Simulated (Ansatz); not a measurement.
Level of theory: Ansatz (a program for electronic structure) with PBE-D3(BJ)/def2-TZVP. No frequencies were computed at this level.

Ansatz 0.2 input:
```yaml
crystal:
  periodic: [false, false, false]
  atoms:
    - { symbol: O, position_ang: [0.481886, -0.000003, -0.000002] }
    - { symbol: H, position_ang: [-0.481886, 0.000003, 0.000002] }
basis:
  gaussian: { orbitals: def2-tzvp }
hamiltonian:
  xc: pbe
  dispersion: d3bj
relax:
  max_steps: 150
magnetization:
  spin_polarized: true
  initial_magnetization: 1
```

Output:

```
Functional definition: PBE
195 factors; their error is unknown
mean field evaluation 1: about -2057.6569 eV, gradient 2.3e1 eV
mean field evaluation 2: about -2054.7814 eV, gradient 3.7e1 eV
mean field evaluation 4: about -2059.3999 eV, gradient 2.6e-1 eV
mean field evaluation 8: about -2059.3953 eV, gradient 3.0e-3 eV
mean field evaluation 16: about -2059.4000 eV, gradient 2.1e-1 eV
mean field -2059.39534578 eV, -75.6813830493 hartree, gradient 1.0e-5 eV, S^2 0.751993; 2 other end points of the search recorded, 0 dependent functions left out
reference -2059.39536222 eV, -75.6813836534 hartree; 5, 4 occupied and 32, 33 virtual orbitals, 195 factors
relax step   1: F+E_penalty+E_count = -2059.39948288 eV  Δ(F+E_penalty+E_count) = +0.000e0 eV  max|allowed force component| = 1.061e0 eV/Å  Δτ_max = 0.0000 Å  (50 SCF iters, accepted)
these checks for a lower state are left out or cut short: starts, cluster_reference, orbital_swaps, neighbouring_geometries, increment
195 factors; their error is unknown
mean field evaluation 32: about -2059.4058 eV, gradient 8.1e-6 eV
mean field -2059.40584278 eV, -75.6817688068 hartree, gradient 8.1e-6 eV, S^2 0.752036; 0 other end points of the search recorded, 0 dependent functions left out
reference -2059.40585948 eV, -75.6817694206 hartree; 5, 4 occupied and 32, 33 virtual orbitals, 195 factors
relax step   2: F+E_penalty+E_count = -2059.40998077 eV  Δ(F+E_penalty+E_count) = -1.050e-2 eV  max|allowed force component| = 2.852e-1 eV/Å  Δτ_max = 0.0079 Å  (27 SCF iters, accepted)
these checks for a lower state are left out or cut short: starts, cluster_reference, orbital_swaps, neighbouring_geometries, increment
195 factors; their error is unknown
mean field -2059.40672311 eV, -75.6818011581 hartree, gradient 8.0e-6 eV, S^2 0.752053; 0 other end points of the search recorded, 0 dependent functions left out
reference -2059.40673991 eV, -75.6818017755 hartree; 5, 4 occupied and 32, 33 virtual orbitals, 195 factors
relax step   3: F+E_penalty+E_count = -2059.41086152 eV  Δ(F+E_penalty+E_count) = -8.808e-4 eV  max|allowed force component| = 1.428e-2 eV/Å  Δτ_max = 0.0030 Å  (28 SCF iters, accepted)
these checks for a lower state are left out or cut short: starts, cluster_reference, orbital_swaps, neighbouring_geometries, increment
195 factors; their error is unknown
mean field -2059.40672535 eV, -75.6818012407 hartree, gradient 8.0e-6 eV, S^2 0.752054; 0 other end points of the search recorded, 0 dependent functions left out
reference -2059.40674216 eV, -75.6818018583 hartree; 5, 4 occupied and 32, 33 virtual orbitals, 195 factors
relax step   4: F+E_penalty+E_count = -2059.41086379 eV  Δ(F+E_penalty+E_count) = -2.273e-6 eV  max|allowed force component| = 1.803e-4 eV/Å  Δτ_max = 0.0002 Å  (29 SCF iters, accepted)
195 factors; their error is unknown
mean field evaluation 64: about -2059.4067 eV, gradient 2.9e-3 eV
mean field -2059.40672535 eV, -75.6818012407 hartree, gradient 8.0e-6 eV, S^2 0.752054; 4 other end points of the search recorded, 0 dependent functions left out
reference -2059.40674216 eV, -75.6818018583 hartree; 5, 4 occupied and 32, 33 virtual orbitals, 195 factors
Total energy: -2059.41088060 eV, -75.6819539431 hartree
Atom 0 at     0.492879    -0.000003    -0.000002 Å, force     0.000180    -0.000000    -0.000000 eV/Å
Atom 1 at    -0.492879     0.000003     0.000002 Å, force    -0.000180     0.000000     0.000000 eV/Å
Dipole moment:    -0.359963     0.000002     0.000001 e Å
```

Cost: roughly 2.4 core-seconds.
